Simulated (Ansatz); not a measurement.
Two structures of SiNH$_{6}$Cl, closed shell, reached by relaxing down either side of one saddle point (PBE0-D4/def2-TZVP). Energies are electronic, without zero-point energy. Program: Ansatz 0.2.0. Basis: def2-TZVPP and def2-QZVPP. Cores are frozen in the correlated methods. Extrapolation: Hartree–Fock as exp(−7.88 √X), correlation as X^−2.97. First:

```tsv
atom	x (Å)	y (Å)	z (Å)
Si1	-1.2677	-0.3644	-0.1760
Cl2	-0.1205	-1.7256	-1.2389
H3	-2.1362	0.2938	-1.1744
H4	-2.0165	-1.1614	0.8181
N5	-0.3855	0.8340	0.6463
H6	2.5461	-0.1984	-0.3385
H7	3.1843	0.1392	-0.1469
H8	0.1383	0.6021	1.4752
H9	0.0576	1.5808	0.1352
```

Second:

Si1  (-0.428, 0.131, 0.129)
Cl2  (1.218, -2.823, -2.165)
H3  (-1.190, 0.457, -1.101)
H4  (-1.051, -0.989, 0.875)
N5  (-0.392, 1.513, 1.138)
H6  (1.180, -1.788, -1.398)
H7  (0.920, -0.359, -0.325)
H8  (-0.081, 1.440, 2.093)
H9  (-0.176, 2.419, 0.755)
(Å)

(1) Which bonds change from the first to the second?

(2) Give the saddle point's structure and its height above each. (Judge from chemistry; the value comes from the calculation.)

The T1 diagnostic stays at or below 0.012.

Results:

(1) SiNH₄Cl ([NH2][SiH2][Cl]) + H₂ → SiNH₅ ([NH2][SiH3]) + HCl; bonds formed: Si1–H7, Cl2–H6; bonds broken: Si1–Cl2, H6–H7.

(2) By the calculation: 52.90 kcal/mol above the first and 30.92 kcal/mol above the second (CCSD(T) at an estimated basis limit (MP2 extrapolated from triple and quadruple zeta, plus CCSD(T) − MP2 in triple zeta)).
```
9
angstrom
Si -0.3751 -0.2006 -0.1210
Cl 0.2419 -2.1507 -1.6021
H -0.9620 0.3253 -1.3583
H -0.8109 -1.2604 0.7948
N -0.3236 1.1783 0.8882
H 1.1816 -0.9130 -0.7505
H 1.3609 -0.2157 -0.2472
H -0.1062 1.1257 1.8703
H -0.2064 2.1111 0.5260
```

Labels in which every atom is bracketed show which atoms are joined, not bond orders.

For scale, one of the runs: CCSD(T)/def2-TZVPP, 199 basis functions, launched by `ansatz run in.yaml --threads 2 --pin off --events-out ev --progress --plain --max-ram 4352MiB`. Time: 53 s of wall clock on 2 CPU threads of an Arm Neoverse V1; the host was shared. Peak host memory: 2.2 GiB.
